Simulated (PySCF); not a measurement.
**Bonding in `C=C(F)[S-]`**

Compound: C2H2FS (charge -1).
SMILES with atom numbers: `[CH2:1]=[C:2]([F:3])[S-:4]` (hydrogens: H5, H6 on C1)

Structure used (PBE0-D3(BJ)/def2-SVP), in Å, numbered top down from 1:
```xyz
6
C2H2FS angstrom
C     -0.6922   -0.1977   -0.0949
C      0.6177    0.1659   -0.0700
F      0.8057    1.5239   -0.2500
S      2.0319   -0.7481    0.1430
H     -1.4724    0.5547   -0.2464
H     -0.9689   -1.2437    0.0369
```

Bond orders from the PBE0/pcSseg-1 density (PySCF). Isolated species at its PBE0-D3(BJ)/def2-SVP geometry, gas phase. The pcSseg-1 basis has no diffuse functions, a weakness for an anion.

(1) How far do the computed orders between heavy atoms stray from the drawn ones?

(2) Give the Mayer order of every bond, beside its length.

(3) Sum the orders of all bonds at each heavy atom with more than one neighbour and set the sums beside the valence in the SMILES.

## Answers

(1) The largest departure is 0.342, at C2–S4 (drawn single, 1.342). Drawn single, order above 1.12: C2–S4 (1.342). Drawn single, order below 0.88: C2–F3 (0.863). The SMILES, with its formal charges, is one Lewis structure only.

(2) 
```json
{"bond": "C1–C2", "drawn as": "double", "length (Å)": "1.360", "Mayer order": "1.702"}
{"bond": "C2–F3", "drawn as": "single", "length (Å)": "1.383", "Mayer order": "0.863"}
{"bond": "C2–S4", "drawn as": "single", "length (Å)": "1.697", "Mayer order": "1.342"}
{"bond": "C1–H5", "drawn as": "single", "length (Å)": "1.094", "Mayer order": "0.947"}
{"bond": "C1–H6", "drawn as": "single", "length (Å)": "1.090", "Mayer order": "0.959"}
```

(3) C1 3.608 (drawn 4), C2 3.907 (drawn 4). Orders between atoms that aren't bonded are not in these sums.

The Mayer order sums products of elements of PS (density times overlap matrix) between the two atoms' basis functions, so it depends on the basis set.
